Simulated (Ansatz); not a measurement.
Process, species as SMILES: C (CH4) → [CH3-] + H+
B3LYP-D3(BJ)/def2-TZVP geometries, fixed; electronic energies without zero-point terms.

Effect of the final integration grid (spheres per factor e of radius in core and valence, angular degree) at PBE/cc-pVTZ with Ansatz (an electronic-structure program), against the last row, where the deprotonation energy is 434.76 kcal/mol. The default's grid is 13, 11, 36.

| setting | largest shift of a total energy (mEh) | shift of the deprotonation energy (kcal/mol) |
|---|---|---|
| accuracy: medium (default) | 0.000 | 0.000 |
| final_grid: 4, 3, 11 | 3.047 | 3.128 |
| final_grid: 6, 5, 17 | -0.172 | 0.190 |
| final_grid: 8, 7, 23 | -0.039 | 0.026 |
| final_grid: 10, 9, 29 | -0.004 | 0.003 |
| final_grid: 18, 15, 47 | 0.000 | 0.000 |
| final_grid: 26, 22, 59 | 0.000 | 0.000 |

Within 0.3 kcal/mol in the deprotonation energy: accuracy: medium (default); final_grid: 6, 5, 17; final_grid: 8, 7, 23; final_grid: 10, 9, 29; final_grid: 18, 15, 47. The largest shift is 3.047 mEh in a total energy and 3.128 kcal/mol in the difference.
